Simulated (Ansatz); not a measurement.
# Elastic constant C11 of hcp Hf at several levels of theory

No measured value is used here.

```json
[
 {"level (code)": "LDA (Ansatz)", "value (GPa)": "193", "cell (Å³/atom)": "20.83"},
 {"level (code)": "PBE (Ansatz)", "value (GPa)": "?", "cell (Å³/atom)": "22.53"},
 {"level (code)": "PBEsol (Ansatz)", "value (GPa)": "190", "cell (Å³/atom)": "21.61"}
]
```

**Question.** What belongs in the gaps?

**Answer.** 
- PBE (Ansatz, a first-principles code), value (GPa): 180

Density-functional levels without +SOC have no spin–orbit coupling. Each level is taken at its own relaxed cell. Ansatz's density-functional and Hartree–Fock values are scalar-relativistic unless marked +SOC, with PAW data made under PBE.
